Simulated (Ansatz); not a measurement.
`FC1CCO1` at its PBE0-D4/def2-TZVP geometry, where that method's forces vanish. Total charge 0; spin multiplicity 1.

```xyz
10

F     1.0831   -1.4676    1.0247
C     0.2184   -1.0240    0.0573
C     0.5477    0.3733   -0.4511
C    -0.7571    0.7644    0.2466
O    -0.9949   -0.6098    0.6139
H     0.1006   -1.8486   -0.6520
H     1.4630    0.7851   -0.0308
H     0.5500    0.4787   -1.5345
H    -1.5509    1.1430   -0.4003
H    -0.6599    1.4055    1.1262
```

Problem. What forces (eV/Å) does r2SCAN-D4/def2-TZVPP give on these atoms in Ansatz? (Estimate.)

Solution. The calculation gave: 
```
F1   0.238 -0.123  0.288
C2   0.040 -0.076 -0.404
C3   0.169  0.107 -0.122
C4  -0.039  0.396 -0.039
O5  -0.395 -0.266  0.259
H6  -0.002 -0.029  0.001
H7  -0.006 -0.006 -0.007
H8   0.004  0.002  0.010
H9  -0.005 -0.005  0.004
H10 -0.005  0.000  0.010
```
